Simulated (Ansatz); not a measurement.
α-phase B was calculated with rVV10 (Ansatz, a quantum-chemistry and plane-wave program, PAW).

Settings: plane-wave cutoff 520 eV, 8×8×8 k mesh, Fermi–Dirac smearing 0.01 eV, scalar-relativistic PAW data made under PBE.

Response to compression and expansion:

Shape and atoms are relaxed at each volume.

```json
[
 {"V (Å³/atom)": "6.974", "P (GPa)": "9.14", "direct gap at Γ (eV)": "1.801", "smallest gap on the k mesh (eV)": "1.429", "c (Å)": "12.382"},
 {"V (Å³/atom)": "7.119", "P (GPa)": "4.34", "direct gap at Γ (eV)": "1.899", "smallest gap on the k mesh (eV)": "1.540", "c (Å)": "12.459"},
 {"V (Å³/atom)": "7.264", "P (GPa)": "-0.01", "direct gap at Γ (eV)": "2.000", "smallest gap on the k mesh (eV)": "1.649", "c (Å)": "12.533"},
 {"V (Å³/atom)": "7.409", "P (GPa)": "-3.94", "direct gap at Γ (eV)": "2.105", "smallest gap on the k mesh (eV)": "1.719", "c (Å)": "12.605"},
 {"V (Å³/atom)": "7.555", "P (GPa)": "-7.49", "direct gap at Γ (eV)": "2.215", "smallest gap on the k mesh (eV)": "1.777", "c (Å)": "12.674"}
]
```

The fundamental gap (1.65 eV at the equilibrium volume, with added k points) lies elsewhere than Γ–Γ.

Note: the bulk modulus comes from volumes at which shape and atoms were relaxed.
